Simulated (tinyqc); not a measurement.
Worked calculation: RHF in the sto-3g basis, for H2O, spin multiplicity 1. Computed by tinyqc, a small Python program that keeps every step (integrals from PySCF). Settings: charge = 0, multiplicity = 1, basis = sto-3g, energy threshold = 1e-10, iteration cap = 78, orthogonalisation = canonical, start = core, DIIS depth = 4, DIIS from iteration = 3, method = RHF. Command: `OMP_NUM_THREADS=1 python tinyqc.py 21714 21715 out.jsonl` (the two numbers bound the seeds that draw the settings). One thread of a shared host (Intel(R) Xeon(R) Processor @ 2.60GHz), about 0.06 s of CPU time with the checks. Later iterations appear only in the table of the cycle.

## One-electron integrals

Geometry (angstrom):
```
atom         x          y         z
O     0.000000   0.000000  0.000000
H     0.000000   0.772000  0.534000
H     0.000000  -0.772000  0.534000
```

Basis sto-3g: exponents (1/bohr^2) and contraction coefficients of normalised primitives:
```
element  l (shell)    exponent  coefficient
O            s (1)  130.709320     0.154329
O            s (1)   23.808861     0.535328
O            s (1)    6.443608     0.444635
O            s (2)    5.033151    -0.099967
O            s (2)    1.169596     0.399513
O            s (2)    0.380389     0.700115
O            p (3)    5.033151     0.155916
O            p (3)    1.169596     0.607684
O            p (3)    0.380389     0.391957
H            s (1)    3.425251     0.154329
H            s (1)    0.623914     0.535328
H            s (1)    0.168855     0.444635
```

Overlap, kinetic and nuclear-attraction integrals over the contracted functions; the nuclear repulsion is the sum of Za Zb / Rab.

nuclear repulsion = 9.36256769 hartree

overlap S, lower triangle:
```
           1O 1s     1O 2s    1O 2px     1O 2py    1O 2pz     2H 1s     3H 1s
1O 1s   1.000000
1O 2s   0.236704  1.000000
1O 2px  0.000000  0.000000  1.000000
1O 2py  0.000000  0.000000  0.000000   1.000000
1O 2pz  0.000000  0.000000  0.000000   0.000000  1.000000
2H 1s   0.056398  0.487030  0.000000   0.328811  0.227442  1.000000
3H 1s   0.056398  0.487030  0.000000  -0.328811  0.227442  0.241015  1.000000
```

kinetic energy T (hartree), lower triangle:
```
            1O 1s     1O 2s    1O 2px     1O 2py    1O 2pz     2H 1s     3H 1s
1O 1s   29.003200
1O 2s   -0.168011  0.808128
1O 2px   0.000000  0.000000  2.528731
1O 2py   0.000000  0.000000  0.000000   2.528731
1O 2pz   0.000000  0.000000  0.000000   0.000000  2.528731
2H 1s   -0.001136  0.137699  0.000000   0.245679  0.169939  0.760032
3H 1s   -0.001136  0.137699  0.000000  -0.245679  0.169939  0.006164  0.760032
```

nuclear attraction V (hartree), lower triangle:
```
             1O 1s       1O 2s      1O 2px      1O 2py      1O 2pz      2H 1s      3H 1s
1O 1s   -61.745934
1O 2s    -7.449958  -10.162634
1O 2px    0.000000    0.000000  -10.002452
1O 2py    0.000000    0.000000    0.000000  -10.178984
1O 2pz   -0.018365   -0.214474    0.000000    0.000000  -10.086916
2H 1s    -1.827842   -3.994045    0.000000   -2.403838   -1.730632  -5.901798
3H 1s    -1.827842   -3.994045    0.000000    2.403838   -1.730632  -1.580881  -5.901798
```

core Hamiltonian H = T + V (hartree), lower triangle:
```
             1O 1s      1O 2s     1O 2px     1O 2py     1O 2pz      2H 1s      3H 1s
1O 1s   -32.742735
1O 2s    -7.617969  -9.354506
1O 2px    0.000000   0.000000  -7.473721
1O 2py    0.000000   0.000000   0.000000  -7.650253
1O 2pz   -0.018365  -0.214474   0.000000   0.000000  -7.558185
2H 1s    -1.828979  -3.856346   0.000000  -2.158159  -1.560693  -5.141766
3H 1s    -1.828979  -3.856346   0.000000   2.158159  -1.560693  -1.574717  -5.141766
```

## Two-electron integrals

Functions are numbered as in S; the eight-fold symmetry (ij|kl) = (ji|kl) = (kl|ij) leaves the list below.

Two-electron integrals (ij|kl) in chemists' order, unique and non-zero (hartree):
```
(11|11) 4.785065    (21|11) 0.741380    (21|21) 0.136873    (22|11) 1.118947
(22|21) 0.256633    (22|22) 0.817206    (31|31) 0.024477    (32|31) 0.037809
(32|32) 0.180518    (33|11) 1.115814    (33|21) 0.256684    (33|22) 0.817023
(33|33) 0.880159    (41|41) 0.024477    (42|41) 0.037809    (42|42) 0.180518
(43|43) 0.047444    (44|11) 1.115814    (44|21) 0.256684    (44|22) 0.817023
(44|33) 0.785270    (44|44) 0.880159    (51|51) 0.024477    (52|51) 0.037809
(52|52) 0.180518    (53|53) 0.047444    (54|54) 0.047444    (55|11) 1.115814
(55|21) 0.256684    (55|22) 0.817023    (55|33) 0.785270    (55|44) 0.785270
(55|55) 0.880159    (61|11) 0.179601    (61|21) 0.032857    (61|22) 0.061140
(61|33) 0.061025    (61|41) 0.001239    (61|42) 0.002311    (61|44) 0.061263
(61|51) 0.000857    (61|52) 0.001599    (61|54) 0.000165    (61|55) 0.061139
(61|61) 0.007989    (62|11) 0.416676    (62|21) 0.096674    (62|22) 0.338472
(62|33) 0.332900    (62|41) 0.005932    (62|42) 0.044432    (62|44) 0.343995
(62|51) 0.004103    (62|52) 0.030734    (62|54) 0.007674    (62|55) 0.338208
(62|61) 0.023618    (62|62) 0.170434    (63|31) 0.010358    (63|32) 0.059406
(63|43) 0.009341    (63|53) 0.006462    (63|63) 0.024925    (64|11) 0.239543
(64|21) 0.056322    (64|22) 0.210641    (64|33) 0.200984    (64|41) 0.013405
(64|42) 0.085777    (64|44) 0.226470    (64|51) 0.002108    (64|52) 0.018241
(64|54) 0.011168    (64|55) 0.204239    (64|61) 0.014397    (64|62) 0.128837
(64|64) 0.121254    (65|11) 0.165694    (65|21) 0.038959    (65|22) 0.145703
(65|33) 0.139022    (65|41) 0.002108    (65|42) 0.018241    (65|44) 0.143729
(65|51) 0.011816    (65|52) 0.072024    (65|54) 0.012597    (65|55) 0.154197
(65|61) 0.009959    (65|62) 0.089118    (65|64) 0.066632    (65|65) 0.071015
(66|11) 0.540878    (66|21) 0.127529    (66|22) 0.509979    (66|33) 0.489186
(66|41) 0.010570    (66|42) 0.107363    (66|44) 0.530962    (66|51) 0.007311
(66|52) 0.074264    (66|54) 0.028897    (66|55) 0.509174    (66|61) 0.031471
(66|62) 0.316456    (66|64) 0.273379    (66|65) 0.189099    (66|66) 0.774606
(71|11) 0.179601    (71|21) 0.032857    (71|22) 0.061140    (71|33) 0.061025
(71|41) -0.001239   (71|42) -0.002311   (71|44) 0.061263    (71|51) 0.000857
(71|52) 0.001599    (71|54) -0.000165   (71|55) 0.061139    (71|61) 0.007857
(71|62) 0.022827    (71|64) 0.012668    (71|65) 0.009631    (71|66) 0.030006
(71|71) 0.007989    (72|11) 0.416676    (72|21) 0.096674    (72|22) 0.338472
(72|33) 0.332900    (72|41) -0.005932   (72|42) -0.044432   (72|44) 0.343995
(72|51) 0.004103    (72|52) 0.030734    (72|54) -0.007674   (72|55) 0.338208
(72|61) 0.022827    (72|62) 0.138192    (72|64) 0.071834    (72|65) 0.070201
(72|66) 0.211231    (72|71) 0.023618    (72|72) 0.170434    (73|31) 0.010358
(73|32) 0.059406    (73|43) -0.009341   (73|53) 0.006462    (73|63) 0.019534
(73|73) 0.024925    (74|11) -0.239543   (74|21) -0.056322   (74|22) -0.210641
(74|33) -0.200984   (74|41) 0.013405    (74|42) 0.085777    (74|44) -0.226470
(74|51) -0.002108   (74|52) -0.018241   (74|54) 0.011168    (74|55) -0.204239
(74|61) -0.012668   (74|62) -0.071834   (74|64) -0.018262   (74|65) -0.035637
(74|66) -0.096472   (74|71) -0.014397   (74|72) -0.128837   (74|74) 0.121254
(75|11) 0.165694    (75|21) 0.038959    (75|22) 0.145703    (75|33) 0.139022
(75|41) -0.002108   (75|42) -0.018241   (75|44) 0.143729    (75|51) 0.011816
(75|52) 0.072024    (75|54) -0.012597   (75|55) 0.154197    (75|61) 0.009631
(75|62) 0.070201    (75|64) 0.035637    (75|65) 0.054646    (75|66) 0.117685
(75|71) 0.009959    (75|72) 0.089118    (75|74) -0.066632   (75|75) 0.071015
(76|11) 0.158350    (76|21) 0.037027    (76|22) 0.139246    (76|33) 0.136287
(76|44) 0.139267    (76|51) 0.002542    (76|52) 0.022067    (76|55) 0.142038
(76|61) 0.008938    (76|62) 0.068180    (76|64) 0.044424    (76|65) 0.040079
(76|66) 0.127627    (76|71) 0.008938    (76|72) 0.068180    (76|74) -0.044424
(76|75) 0.040079    (76|76) 0.032654    (77|11) 0.540878    (77|21) 0.127529
(77|22) 0.509979    (77|33) 0.489186    (77|41) -0.010570   (77|42) -0.107363
(77|44) 0.530962    (77|51) 0.007311    (77|52) 0.074264    (77|54) -0.028897
(77|55) 0.509174    (77|61) 0.030006    (77|62) 0.211231    (77|64) 0.096472
(77|65) 0.117685    (77|66) 0.336885    (77|71) 0.031471    (77|72) 0.316456
(77|74) -0.273379   (77|75) 0.189099    (77|76) 0.127627    (77|77) 0.774606
```

## Orthogonalisation

S = U s U^T; canonical form X = U s^(-1/2), so that X^T S X = 1. Each column of U has its largest component positive (the first on a tie).

eigenvalues of S: 0.331129  0.399123  0.890947  1.000000  1.085100  1.359862  1.933840

X:
```
                1          2          3         4          5          6         7
1O 1s   -0.302973   0.000000   0.763390  0.000000  -0.610846   0.000000  0.153402
1O 2s    1.220386   0.000000  -0.278144  0.000000  -0.278742   0.000000  0.427608
1O 2px   0.000000   0.000000   0.000000  1.000000   0.000000   0.000000  0.000000
1O 2py   0.000000   0.968751   0.000000  0.000000   0.000000   0.678176  0.000000
1O 2pz   0.519846   0.000000   0.643905  0.000000   0.663286   0.000000  0.181533
2H 1s   -0.764395  -0.885160  -0.154369  0.000000   0.124088   0.371110  0.372674
3H 1s   -0.764395   0.885160  -0.154369  0.000000   0.124088  -0.371110  0.372674
```

## Starting guess

The start is the orbitals of the core Hamiltonian; D = 2 C_occ C_occ^T.

D at the start, lower triangle:
```
            1O 1s      1O 2s    1O 2px     1O 2py     1O 2pz     2H 1s     3H 1s
1O 1s    2.135531
1O 2s   -0.614634   2.778872
1O 2px   0.000000   0.000000  2.000000
1O 2py   0.000000   0.000000  0.000000   2.442536
1O 2pz  -0.055489   0.346649  0.000000   0.000000   2.176048
2H 1s    0.090185  -0.404106  0.000000  -0.419700  -0.244160  0.148487
3H 1s    0.090185  -0.404106  0.000000   0.419700  -0.244160  0.004253  0.148487
```

## Iteration 1: building the Fock matrix

J_ij = sum D_kl (ij|kl), K_ij = sum D_kl (ik|jl); F = H + J - 0.5 K; E = tr D H + tr D J / 2 - 0.25 tr D K + E_nn.

Coulomb J (hartree), lower triangle:
```
            1O 1s      1O 2s    1O 2px     1O 2py    1O 2pz     2H 1s     3H 1s
1O 1s   18.791088
1O 2s    3.588195   8.884171
1O 2px   0.000000   0.000000  8.882032
1O 2py   0.000000   0.000000  0.000000   8.871224
1O 2pz   0.004287  -0.006868  0.000000   0.000000  8.875897
2H 1s    0.861032   3.566022  0.000000   2.170580  1.497570  5.139863
3H 1s    0.861032   3.566022  0.000000  -2.170580  1.497570  1.433900  5.139863
```

exchange K (hartree), lower triangle:
```
           1O 1s      1O 2s    1O 2px     1O 2py    1O 2pz     2H 1s     3H 1s
1O 1s   9.860860
1O 2s   1.725801   2.877454
1O 2px  0.000000   0.000000  2.380163
1O 2py  0.000000   0.000000  0.000000   2.366315
1O 2pz  0.001580  -0.000391  0.000000   0.000000  2.371128
2H 1s   0.433783   1.016560  0.000000   0.460054  0.316859  0.536147
3H 1s   0.433783   1.016560  0.000000  -0.460054  0.316859  0.321036  0.536147
```

Fock matrix F (hartree), lower triangle:
```
             1O 1s      1O 2s    1O 2px     1O 2py     1O 2pz      2H 1s      3H 1s
1O 1s   -18.882077
1O 2s    -4.892675  -1.909063
1O 2px    0.000000   0.000000  0.218230
1O 2py    0.000000   0.000000  0.000000   0.037814
1O 2pz   -0.014869  -0.221146  0.000000   0.000000   0.132148
2H 1s    -1.184837  -0.798604  0.000000  -0.217606  -0.221552  -0.269976
3H 1s    -1.184837  -0.798604  0.000000   0.217606  -0.221552  -0.301335  -0.269976
```

total energy of this density = -73.23079444 hartree

## Iteration 1: diagonalisation and new density

Diagonalise F' = X^T F X, C = X C', fill 5 alpha and 5 beta electrons from the bottom; D = 2 C_occ C_occ^T. Each column has its largest component positive (the first on a tie).

F' = X^T F X (hartree), lower triangle:
```
           1         2          3         4          5          6          7
1   0.368251
2   0.000000  0.831016
3   1.296231  0.000000  -8.472140
4   0.000000  0.000000   0.000000  0.218230
5  -0.999749  0.000000   8.572360  0.000000  -8.328836
6   0.000000  0.109032   0.000000  0.000000   0.000000  -0.193038
7   0.155409  0.000000  -3.785531  0.000000   3.851744   0.000000  -2.464733
```

orbital energies (hartree): MO1 -18.893872, MO2 -0.793067, MO3 -0.204518, MO4 0.121771, MO5 0.218230, MO6 0.667709, MO7 0.842496

coefficients C:
```
              MO1        MO2        MO3        MO4       MO5        MO6        MO7
1O 1s    0.992966  -0.227112   0.000000   0.129406  0.000000  -0.130052   0.000000
1O 2s    0.031835   0.786243   0.000000  -0.646409  0.000000   0.888941   0.000000
1O 2px   0.000000   0.000000   0.000000   0.000000  1.000000   0.000000   0.000000
1O 2py   0.000000   0.000000   0.573009   0.000000  0.000000   0.000000   1.034438
1O 2pz   0.004264   0.200128   0.000000   0.741498  0.000000   0.753571   0.000000
2H 1s   -0.007277   0.178061   0.461757   0.298341  0.000000  -0.801028  -0.841434
3H 1s   -0.007277   0.178061  -0.461757   0.298341  0.000000  -0.801028   0.841434
```

D after iteration 1, lower triangle:
```
            1O 1s      1O 2s    1O 2px     1O 2py    1O 2pz      2H 1s     3H 1s
1O 1s    2.108615
1O 2s   -0.461206   2.074070
1O 2px   0.000000   0.000000  2.000000
1O 2py   0.000000   0.000000  0.000000   0.656678
1O 2pz   0.109473  -0.643652  0.000000   0.000000  1.179777
2H 1s   -0.018117  -0.106165  0.000000   0.529181  0.513646   0.667970
3H 1s   -0.018117  -0.106165  0.000000  -0.529181  0.513646  -0.184907  0.667970
```

## Iteration 2: building the Fock matrix

As before.

Coulomb J (hartree), lower triangle:
```
            1O 1s     1O 2s    1O 2px     1O 2py    1O 2pz     2H 1s     3H 1s
1O 1s   17.329082
1O 2s    3.266569  8.178987
1O 2px   0.000000  0.000000  8.181438
1O 2py   0.000000  0.000000  0.000000   8.167569
1O 2pz  -0.007551  0.040370  0.000000   0.000000  8.163990
2H 1s    0.783841  3.379591  0.000000   2.098408  1.472754  5.201922
3H 1s    0.783841  3.379591  0.000000  -2.098408  1.472754  1.397505  5.201922
```

exchange K (hartree), lower triangle:
```
           1O 1s      1O 2s    1O 2px     1O 2py    1O 2pz     2H 1s     3H 1s
1O 1s   9.768976
1O 2s   1.649317   2.622423
1O 2px  0.000000   0.000000  2.271739
1O 2py  0.000000   0.000000  0.000000   1.753655
1O 2pz  0.007727  -0.106903  0.000000   0.000000  1.942278
2H 1s   0.411931   1.167543  0.000000   0.713554  0.536007  1.335909
3H 1s   0.411931   1.167543  0.000000  -0.713554  0.536007  0.433834  1.335909
```

Fock matrix F (hartree), lower triangle:
```
             1O 1s      1O 2s     1O 2px     1O 2py     1O 2pz      2H 1s      3H 1s
1O 1s   -20.298140
1O 2s    -5.176059  -2.486731
1O 2px    0.000000   0.000000  -0.428152
1O 2py    0.000000   0.000000   0.000000  -0.359511
1O 2pz   -0.029780  -0.120652   0.000000   0.000000  -0.365334
2H 1s    -1.251104  -1.060527   0.000000  -0.416528  -0.355942  -0.607798
3H 1s    -1.251104  -1.060527   0.000000   0.416528  -0.355942  -0.394129  -0.607798
```

total energy of this density = -74.94802935 hartree

## Iteration 2: diagonalisation and new density

As before.

F' = X^T F X (hartree), lower triangle:
```
           1         2          3          4          5          6          7
1   0.211596
2   0.000000  0.756474
3   1.537537  0.000000  -9.459476
4   0.000000  0.000000   0.000000  -0.428152
5  -1.022228  0.000000   8.942352   0.000000  -9.243721
6   0.000000  0.104768   0.000000   0.000000   0.000000  -0.643526
7   0.094762  0.000000  -3.955270   0.000000   4.045028   0.000000  -2.980573
```

orbital energies (hartree): MO1 -20.306891, MO2 -1.299838, MO3 -0.651323, MO4 -0.465747, MO5 -0.428152, MO6 0.600304, MO7 0.764271

coefficients C:
```
              MO1        MO2        MO3        MO4       MO5        MO6        MO7
1O 1s    0.994140  -0.235256   0.000000   0.097896  0.000000  -0.134079   0.000000
1O 2s    0.026741   0.844963   0.000000  -0.522883  0.000000   0.916060   0.000000
1O 2px   0.000000   0.000000   0.000000   0.000000  1.000000   0.000000   0.000000
1O 2py   0.000000   0.000000   0.604410   0.000000  0.000000   0.000000   1.016410
1O 2pz   0.004281   0.120895   0.000000   0.790716  0.000000   0.719647   0.000000
2H 1s   -0.006163   0.149544   0.435779   0.279128  0.000000  -0.813694  -0.855177
3H 1s   -0.006163   0.149544  -0.435779   0.279128  0.000000  -0.813694   0.855177
```

D after iteration 2, lower triangle:
```
            1O 1s      1O 2s    1O 2px     1O 2py    1O 2pz      2H 1s     3H 1s
1O 1s    2.106487
1O 2s   -0.446774   1.976170
1O 2px   0.000000   0.000000  2.000000
1O 2py   0.000000   0.000000  0.000000   0.730624
1O 2pz   0.106445  -0.622372  0.000000   0.000000  1.279732
2H 1s   -0.027965  -0.039514  0.000000   0.526778  0.477528   0.580434
3H 1s   -0.027965  -0.039514  0.000000  -0.526778  0.477528  -0.179179  0.580434
```

## Iteration 8 (converged): orbitals

converged F (hartree), lower triangle:
```
             1O 1s      1O 2s     1O 2px     1O 2py     1O 2pz      2H 1s      3H 1s
1O 1s   -20.221278
1O 2s    -5.161745  -2.446452
1O 2px    0.000000   0.000000  -0.387501
1O 2py    0.000000   0.000000   0.000000  -0.338885
1O 2pz   -0.029456  -0.127045   0.000000   0.000000  -0.355424
2H 1s    -1.247856  -1.053762   0.000000  -0.412947  -0.349750  -0.598004
3H 1s    -1.247856  -1.053762   0.000000   0.412947  -0.349750  -0.391585  -0.598004
```

As before.

F' = X^T F X (hartree), lower triangle:
```
           1         2          3          4          5          6          7
1   0.244862
2   0.000000  0.774910
3   1.512576  0.000000  -9.413171
4   0.000000  0.000000   0.000000  -0.387501
5  -1.032265  0.000000   8.916207   0.000000  -9.200078
6   0.000000  0.111832   0.000000   0.000000   0.000000  -0.628437
7   0.105028  0.000000  -3.946596   0.000000   4.030813   0.000000  -2.960012
```

orbital energies (hartree): MO1 -20.230221, MO2 -1.270130, MO3 -0.637293, MO4 -0.440161, MO5 -0.387501, MO6 0.612113, MO7 0.783766

coefficients C:
```
              MO1        MO2        MO3        MO4       MO5        MO6        MO7
1O 1s    0.994069  -0.232581   0.000000   0.099859  0.000000  -0.137774   0.000000
1O 2s    0.027045   0.827931   0.000000  -0.522359  0.000000   0.931768   0.000000
1O 2px   0.000000   0.000000   0.000000   0.000000  1.000000   0.000000   0.000000
1O 2py   0.000000   0.000000   0.599584   0.000000  0.000000   0.000000   1.019264
1O 2pz   0.004307   0.128958   0.000000   0.800338  0.000000   0.707508   0.000000
2H 1s   -0.006220   0.161206   0.439829   0.262861  0.000000  -0.816878  -0.853101
3H 1s   -0.006220   0.161206  -0.439829   0.262861  0.000000  -0.816878   0.853101
```

D after iteration 8, lower triangle:
```
            1O 1s      1O 2s    1O 2px     1O 2py    1O 2pz      2H 1s     3H 1s
1O 1s    2.104479
1O 2s   -0.435677   1.918120
1O 2px   0.000000   0.000000  2.000000
1O 2py   0.000000   0.000000  0.000000   0.719003
1O 2pz   0.108418  -0.622359  0.000000   0.000000  1.314380
2H 1s   -0.034855  -0.008017  0.000000   0.527429  0.462279   0.577142
3H 1s   -0.034855  -0.008017  0.000000  -0.527429  0.462279  -0.196655  0.577142
```

## Convergence

Stop when the energy changes by less than 1e-10 hartree and every element of the error matrix X^T (F D S - S D F) X is below 3e-06.

Course of the cycle:
```
iteration   E (hartree)     change  largest element of the error matrix
1          -73.23079444          -                             1.03e+00
2          -74.94802935  -1.72e+00                             9.85e-02
3          -74.95562743  -7.60e-03                             2.29e-02
4          -74.95609573  -4.68e-04                             7.98e-03
5          -74.95617728  -8.16e-05                             1.16e-03
6          -74.95618012  -2.84e-06                             1.82e-04
7          -74.95618016  -4.34e-08                             1.68e-06
8          -74.95618016  -1.49e-12                             1.95e-08
```

PySCF RHF in the same basis = -74.95618016 hartree

Converged in 8 iterations.

## Populations, bond orders and dipole

Mulliken: Z minus the diagonal of D S on the atom; Loewdin: the same with S^(1/2) D S^(1/2); Mayer order: 2 sum_s sum (D(s) S)_ij (D(s) S)_ji over the two atoms.

Charges (e):
```
atom   Mulliken    Loewdin
1O    -0.395119  -0.271912
2H     0.197559   0.135956
3H     0.197559   0.135956
```

Mayer bond orders:
```
pair     order
2-1   0.943623
3-1   0.943623
3-2   0.017347
```

dipole moment about the origin, x y z (debye): 0.000000  0.000000  1.705467
